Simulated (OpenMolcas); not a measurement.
# C2H3F3 (SMILES FCC(F)F) at 6 levels

We compute a comparison of 6 runs (HF/3-21G, B2PLYP/def2-SVP, PBE/def2-SVP, SVWN5/def2-SVP, revPBE/def2-SVP, MP2/def2-SVP) of C2H3F3. 

The results are computed with OpenMolcas 26.06.

## 1. The system as given

C2H3F3 has 8 atoms, charge 0, and is taken as a singlet. As SMILES, `FCC(F)F`. The shape is that of a PBE0-D4/def2-TZVP optimisation. This is one conformer, not always the lowest.

Bond lengths: F1–C2 1.372 Å, C2–C3 1.509 Å, C3–F4 1.352 Å, C3–F5 1.356 Å, C2–H6 1.093 Å, C2–H7 1.093 Å, C3–H8 1.095 Å. Some angles: F1–C2–C3 109.3°, C2–C3–F4 110.4°, C2–C3–F5 108.3°, F4–C3–F5 107.9°, F1–C2–H6 109.4°, F1–C2–H7 109.2°, C3–C2–H6 109.5°, C3–C2–H7 109.4°, C2–C3–H8 113.0°, F4–C3–H8 108.2°.

## 2. Energy and gradient at HF/3-21G (run 1)

run.inp

```
>>> EXPORT MOLCAS_PRINT=2

&GATEWAY
  BASLIB=$CurrDir
  COORD
  8
  angstrom
  F       -1.142800      -0.681000       1.163100
  C       -0.188200       0.195100       0.711800
  C        0.172900      -0.152400      -0.711300
  F        0.824200      -1.335800      -0.756500
  F        1.011700       0.803600      -1.182200
  H        0.701700       0.118900       1.342500
  H       -0.588500       1.211500       0.747300
  H       -0.698800      -0.217000      -1.370500
  BASIS=3-21G
  GROUP=NoSym

&SEWARD

&SCF
  THRESHOLDS=1e-10 1e-07 1e-07 1e-05
  PRORBITALS=1 1

&ALASKA
```

The basis set 3-21G is read from a file made from the Basis Set Exchange's data (not shown).

Command:

```bash
export MOLCAS_MEM=1860
pymolcas run.inp > run.log
```

Standard output:

```text
--- Start Module: gateway ---
[...]
--- Stop Module: gateway /rc=_RC_ALL_IS_WELL_ ---
[...]
      Basis functions           51
[...]
--- Start Module: scf ---
[...]
       Convergence after  13 Iterations
[...]
::    Total SCF energy                               -373.7474455435
[...]
      Total spin, S                                     0.0000000000
[...]
      Total electronic charge=   42.000000
      Total            charge=   -0.000000
[...]
      Dipole Moment (debye):
      Origin of the operator (angstrom)=    0.1475   -0.2549   -0.1667
                   X= -7.2789E-01               Y=  1.6795E+00               Z=  2.2772E-01           Total=  1.8446E+00
      Quadrupole Moment (debye*angstrom):
[...]
--- Stop Module: scf /rc=_RC_ALL_IS_WELL_ ---
[...]
--- Start Module: alaska ---
[...]
 *              Molecular gradients               *
 **************************************************
  Irreducible representation: a
 ------------------------------------------------------------------------------------------
                              X                       Y                       Z
 ------------------------------------------------------------------------------------------
  F1                1.55725195499556E-02    1.54003768721926E-02   -4.57315466224451E-03
  C2               -1.71642829610921E-02   -2.23232499102801E-02   -2.96404936910299E-04
  C3                3.01025911078434E-02   -1.01630089004390E-03    7.04278251199431E-03
  F4               -9.34954487614537E-03    1.72280826265752E-02   -2.23428686729754E-03
  F5               -1.01589216414339E-02   -1.43154674028576E-02    2.92552830004844E-03
  H6                7.46649599460536E-03   -2.55121237698802E-03    8.08961638706229E-03
  H7               -7.10625029292133E-03    9.40620313152785E-03    1.46210360043419E-03
  H8               -9.36260688079749E-03   -1.82843205014580E-03   -1.24161843331216E-02
[...]
--- Stop Module: alaska /rc=_RC_ALL_IS_WELL_ ---
[...]
```

Wall time 4.2 s (1 thread of Intel Xeon Platinum 8375C at 2.90GHz (Ice Lake), shared host); peak memory 0.38 GiB.

## 3. The energy at B2PLYP/def2-SVP (run 2)

job.inp

```
&GATEWAY
  BasLib=$CurrDir
  Coord
  8
  angstrom
  F       -1.142800      -0.681000       1.163100
  C       -0.188200       0.195100       0.711800
  C        0.172900      -0.152400      -0.711300
  F        0.824200      -1.335800      -0.756500
  F        1.011700       0.803600      -1.182200
  H        0.701700       0.118900       1.342500
  H       -0.588500       1.211500       0.747300
  H       -0.698800      -0.217000      -1.370500
  Basis=def2-SVP
  Group=NoSym

&SEWARD
  GridInput
  Grid=UltraFine
  End of Grid

&SCF
  KSDFT=B2PLYP_SCF
  Thresholds=1e-10 1e-07 1e-07 1e-05
  PrOrbitals=1 2

&MBPT2
  Frozen=5
```

The basis set def2-SVP is read from a file made from the Basis Set Exchange's data (not shown).

Command:

```bash
export MOLCAS_MEM=1860
pymolcas job.inp > job.log
```

Standard output:

```text
--- Start Module: gateway ---
[...]
--- Stop Module: gateway /rc=_RC_ALL_IS_WELL_ ---
[...]
      Basis functions           85
[...]
--- Start Module: scf ---
[...]
       Convergence after  13 Iterations
[...]
::    Total KS-DFT energy                            -376.6678857617
[...]
      Total spin, S                                     0.0000000000
[...]
      Total electronic charge=   42.000000
      Total            charge=   -0.000000
[...]
      Dipole Moment (debye):
      Origin of the operator (angstrom)=    0.1475   -0.2549   -0.1667
                   X= -6.2747E-01               Y=  1.4525E+00               Z=  2.0586E-01           Total=  1.5956E+00
      Quadrupole Moment (debye*angstrom):
[...]
--- Stop Module: scf /rc=_RC_ALL_IS_WELL_ ---
[...]
--- Start Module: mbpt2 ---
[...]
 ###    WARNING: MP2 implementation intended for RHF references only         ###
 ###############################################################################
MBPT2 WARNING: Reference function according to RunFile:KS-DFT
I'll assume you know what you're doing and continue
WARNING!
Default frozen orbitals as non valence orbitals is overwritten by user input.
Default values:   5
[...]
       Reference weight ( Cref**2 )         =        0.77608
::    Total MBPT2 energy                             -377.6491222972
[...]
      Total MBPT2 calculations                           0.29      0.34
--- Stop Module: mbpt2 /rc=_RC_ALL_IS_WELL_ ---
[...]
```

It took 22 s on 1 thread of Intel Xeon Platinum 8375C at 2.90GHz (Ice Lake), shared host; peak memory 0.47 GiB.

## 4. Energy and forces at PBE/def2-SVP (run 3)

mol.inp

```
* C2H3F3 Kohn-Sham DFT

&GATEWAY
 BasLib=$CurrDir
 BasisSet
 F.def2-SVP....
 F1 -1.142800 -0.681000 1.163100 angstrom
 F4 0.824200 -1.335800 -0.756500 angstrom
 F5 1.011700 0.803600 -1.182200 angstrom
 End of Basis
 BasisSet
 C.def2-SVP....
 C2 -0.188200 0.195100 0.711800 angstrom
 C3 0.172900 -0.152400 -0.711300 angstrom
 End of Basis
 BasisSet
 H.def2-SVP....
 H6 0.701700 0.118900 1.342500 angstrom
 H7 -0.588500 1.211500 0.747300 angstrom
 H8 -0.698800 -0.217000 -1.370500 angstrom
 End of Basis

&SEWARD
 GridInput
 Grid=UltraFine
 End of Grid

&SCF
 KSDFT=PBE
 Thresholds=1e-10 1e-07 1e-07 1e-05
 PrOrbitals=1 2

&ALASKA
```

The basis set def2-SVP is read from a file made from the Basis Set Exchange's data (not shown).

Command:

```bash
export MOLCAS_MEM=1860
pymolcas mol.inp > mol.log
```

Standard output:

```text
--- Start Module: gateway ---
[...]
--- Stop Module: gateway /rc=_RC_ALL_IS_WELL_ ---
[...]
      Basis functions           85
[...]
--- Start Module: scf ---
[...]
       Convergence after  15 Iterations
[...]
::    Total KS-DFT energy                            -376.8582128473
[...]
      Total spin, S                                     0.0000000000
[...]
      Total electronic charge=   42.000000
      Total            charge=   -0.000000
[...]
      Dipole Moment (debye):
      Origin of the operator (angstrom)=    0.1475   -0.2549   -0.1667
                   X= -4.8759E-01               Y=  1.1964E+00               Z=  1.6943E-01           Total=  1.3030E+00
      Quadrupole Moment (debye*angstrom):
[...]
--- Stop Module: scf /rc=_RC_ALL_IS_WELL_ ---
[...]
--- Start Module: alaska ---
[...]
 *              Molecular gradients               *
 **************************************************
  Irreducible representation: a
 ------------------------------------------------------------------------------------------
                              X                       Y                       Z
 ------------------------------------------------------------------------------------------
  F1                5.77216510630585E-03    5.48387595200239E-03   -3.07564871257959E-03
  F4               -3.85415381210130E-03    1.07415437564882E-02   -5.64652295654167E-04
  F5               -6.23316600014157E-03   -9.46479948012779E-03    4.11935973989763E-03
  C2                7.58723110385118E-03    7.32038917901168E-03    1.96537890387027E-03
  C3               -6.54079024895449E-03   -1.29240937641295E-03   -3.40021700351212E-03
  H6               -1.11832517601727E-02   -7.35523052608841E-04   -5.58528455251261E-03
  H7                2.61001513844783E-03   -1.24009383215631E-02   -9.59318839494072E-05
  H8                1.18419504728218E-02    3.47861343198058E-04    6.63699580452004E-03
[...]
--- Stop Module: alaska /rc=_RC_ALL_IS_WELL_ ---
[...]
```

Run time: 36 s. Hardware: 1 thread of Intel Xeon Platinum 8375C at 2.90GHz (Ice Lake), shared host; peak memory 0.47 GiB.

Runs 4 to 5 aren't shown in full; the table further down has their settings and results.

## 5. The energy at MP2/def2-SVP (run 6)

test.inp

```
&gateway
baslib
$CurrDir
coord
8
bohr
F     -2.15957902    -1.28690349     2.19794046
C     -0.35564646     0.36868557     1.34510706
C      0.32673365    -0.28799426    -1.34416219
F      1.55751227    -2.52429616    -1.42957781
F      1.91183592     1.51858391    -2.23403422
H      1.32602082     0.22468844     2.53695732
H     -1.11210382     2.28940320     1.41219233
H     -1.32054062    -0.41007057    -2.58986965
basis
def2-SVP
group
NoSym
&seward
&scf
thresholds
1e-10 1e-07 1e-07 1e-05
prorbitals
1 2
&mbpt2
frozen
5
```

The basis set def2-SVP is read from a file made from the Basis Set Exchange's data (not shown).

Command:

```bash
export MOLCAS_MEM=1860
pymolcas test.inp > test.log
```

Standard output:

```text
--- Start Module: gateway ---
[...]
--- Stop Module: gateway /rc=_RC_ALL_IS_WELL_ ---
[...]
      Basis functions           85
[...]
--- Start Module: scf ---
[...]
       Convergence after  12 Iterations
[...]
::    Total SCF energy                               -375.4913169424
[...]
      Total spin, S                                     0.0000000000
[...]
      Total electronic charge=   42.000000
      Total            charge=   -0.000000
[...]
      Dipole Moment (debye):
      Origin of the operator (angstrom)=    0.1475   -0.2549   -0.1667
                   X= -7.0759E-01               Y=  1.6186E+00               Z=  2.2004E-01           Total=  1.7802E+00
      Quadrupole Moment (debye*angstrom):
[...]
--- Stop Module: scf /rc=_RC_ALL_IS_WELL_ ---
[...]
--- Start Module: mbpt2 ---
[...]
WARNING!
Default frozen orbitals as non valence orbitals is overwritten by user input.
Default values:   5
[...]
       Reference weight ( Cref**2 )         =        0.83760
::    Total MBPT2 energy                             -376.3110258425
[...]
      Total MBPT2 calculations                           0.44      0.54
--- Stop Module: mbpt2 /rc=_RC_ALL_IS_WELL_ ---
[...]
```

Run time: 11 s. Hardware: 1 thread of Intel Xeon Platinum 8375C at 2.90GHz (Ice Lake), shared host; peak memory 0.47 GiB.

## 6. Overview of the runs

| run | level | task | frozen core orbitals | energy (Eh) | dipole moment (D) of the reference | HOMO energy (eV) | LUMO energy (eV) | wall time |
| --- | --- | --- | --- | --- | --- | --- | --- | --- |
| 1 | HF/3-21G | gradient | – | -373.747446 | 1.84 | -13.81 | 7.02 | 4.2 s |
| 2 | B2PLYP/def2-SVP | energy | 5 | -376.932820 | 1.60 | -11.36 | 3.19 | 22 s |
| 3 | PBE/def2-SVP | gradient | – | -376.858213 | 1.30 | -7.61 | 0.91 | 36 s |
| 4 | SVWN5/def2-SVP | gradient | – | -374.630815 | 1.35 | -7.75 | 0.59 | 28 s |
| 5 | revPBE/def2-SVP | gradient | – | -377.116919 | 1.29 | -7.56 | 1.02 | 49 s |
| 6 | MP2/def2-SVP | energy | 5 | -376.311026 | 1.78 | -14.23 | 5.11 | 11 s |

## 7. Results

```
                                          quantity          value
                               run 6: total energy  -376.31103 Eh
         run 6: dipole moment (mean-field density)         1.78 D
        run 6: HOMO energy (Hartree–Fock orbitals)      -14.23 eV
        run 6: LUMO energy (Hartree–Fock orbitals)        5.11 eV
      run 6: HOMO–LUMO gap (Hartree–Fock orbitals)       19.34 eV
run 6: correlation energy (5 core orbitals frozen)     -819.7 mEh
```

Over runs 1, 2, 3, 4, 5 the dipole moment (its size) runs from 1.29 D (revPBE/def2-SVP) to 1.84 D (HF/3-21G). The two ends differ in method and basis. Over runs 1, 2, 3, 4, 5 the HOMO–LUMO gap runs from 8.34 eV (SVWN5/def2-SVP) to 20.83 eV (HF/3-21G). For B2PLYP the log adds the whole second-order term; the table takes 0.27 of it, as the functional is defined. Totals of different functionals can't be ranked against each other. All runs together took 2.5 min, the longest 49 s.
